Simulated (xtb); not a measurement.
xtb input (GFN2-xTB):

```bash
xtb mol.xyz --gfn 2 --sp --chrg 0 --uhf 0
```
mol.xyz:
```
3

S      0.00184013     0.00030176     0.10309296
H     -0.00752722     0.96781232    -0.82771199
H     -0.02191490    -0.97264043    -0.82177540
```

End of the output:

```
         :::::::::::::::::::::::::::::::::::::::::::::::::::::
         ::                     SUMMARY                     ::
         :::::::::::::::::::::::::::::::::::::::::::::::::::::
         :: total energy              -4.256082282595 Eh    ::
         :: gradient norm              0.012382287653 Eh/a0 ::
         :: HOMO-LUMO gap              5.126501071739 eV    ::
         ::.................................................::
         :: SCC energy                -4.273491365296 Eh    ::
         :: -> isotropic ES            0.005767051409 Eh    ::
         :: -> anisotropic ES          0.000528719343 Eh    ::
         :: -> anisotropic XC          0.002102138263 Eh    ::
         :: -> dispersion             -0.000341767086 Eh    ::
         :: repulsion energy           0.017409082701 Eh    ::
         :: add. restraining           0.000000000000 Eh    ::
         :: total charge              -0.000000000000 e     ::
         :::::::::::::::::::::::::::::::::::::::::::::::::::::

           -------------------------------------------------
          |                Property Printout                |
           -------------------------------------------------

    * Orbital Energies and Occupations

         #    Occupation            Energy/Eh            Energy/eV
      -------------------------------------------------------------
         1        2.0000           -0.7213853             -19.6299
         2        2.0000           -0.5086244             -13.8404
         3        2.0000           -0.4905917             -13.3497
         4        2.0000           -0.3917431             -10.6599 (HOMO)
         5                         -0.2033476              -5.5334 (LUMO)
         6                         -0.1191760              -3.2429
         7                         -0.0342496              -0.9320
         8                         -0.0196050              -0.5335
         9                         -0.0155662              -0.4236
        10                          0.2676671               7.2836
        11                          0.5781382              15.7319
      -------------------------------------------------------------
                  HL-Gap            0.1883954 Eh            5.1265 eV
             Fermi-level           -0.2975453 Eh           -8.0966 eV

     #   Z          covCN         q      C6AA      α(0)
     1  16 S        1.844    -0.341   155.952    21.019
     2   1 H        0.922     0.171     1.261     1.756
     3   1 H        0.922     0.171     1.261     1.756

 Mol. C6AA /au·bohr⁶  :        216.988317
 Mol. C8AA /au·bohr⁸  :       9063.884543
 Mol. α(0) /au        :         24.530786

Wiberg/Mayer (AO) data.
largest (>0.10) Wiberg bond orders for each atom

 ---------------------------------------------------------------------------
Note: The following floating-point exceptions are signalling: IEEE_DENORMAL
normal termination of xtb
     #   Z sym  total        # sym  WBO       # sym  WBO       # sym  WBO
 ---------------------------------------------------------------------------
     1  16 S    1.937 --     3 H    0.968     2 H    0.968
     2   1 H    0.971 --     1 S    0.968
     3   1 H    0.971 --     1 S    0.968
 ---------------------------------------------------------------------------

Topologies differ in total number of bonds
Writing topology from bond orders to xtbtopo.mol

molecular dipole:
                 x           y           z       tot (Debye)
 q only:       -0.011      -0.002      -0.598
   full:       -0.014      -0.002      -0.762       1.937
molecular quadrupole (traceless):
                xx          xy          yy          xz          yz          zz
 q only:       -0.981       0.013       0.739       0.022      -0.002       0.242
  q+dip:       -1.310       0.017       0.973       0.029      -0.002       0.337
   full:       -2.002       0.026       1.442       0.046      -0.003       0.560

           -------------------------------------------------
          | TOTAL ENERGY               -4.256082282595 Eh   |
          | GRADIENT NORM               0.012382287653 Eh/α |
          | HOMO-LUMO GAP               5.126501071739 eV   |
           -------------------------------------------------

------------------------------------------------------------------------
------------------------------------------------------------------------
 total:
 SCF:
```
